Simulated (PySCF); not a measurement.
CCl3F, optimised at HF/6-31G*:

```xyz
5

C      0.0065     0.0016    -0.0294
Cl    -0.0335     0.7160    -1.6348
Cl    -0.0396    -1.7529    -0.1223
Cl     1.4188     0.5456     0.8642
F     -1.0703     0.4044     0.6238
```

Energies from PySCF (xtb for GFN2), thermal terms from the rigid-rotor harmonic-oscillator model, ideal gas at 1 bar. 6-31G* has spherical d functions here. All species are closed-shell singlets. B3LYP is the form with VWN-RPA correlation.

**Question.** List the harmonic frequencies (cm⁻¹, unscaled) at this level and at the other levels, each on its own geometry.

**Answer.** 
- HF/6-31G*: 270, 270, 384, 436, 436, 581, 962, 962, 1269
- B3LYP/6-31G*: 242, 242, 346, 391, 391, 520, 809, 809, 1142
- GFN2-xTB: 209, 209, 303, 347, 347, 494, 673, 673, 1020
- PBE/def2-SVP: 233, 233, 339, 384, 385, 518, 790, 790, 1108
- PBE0/def2-TZVP: 243, 243, 352, 402, 402, 545, 844, 844, 1119
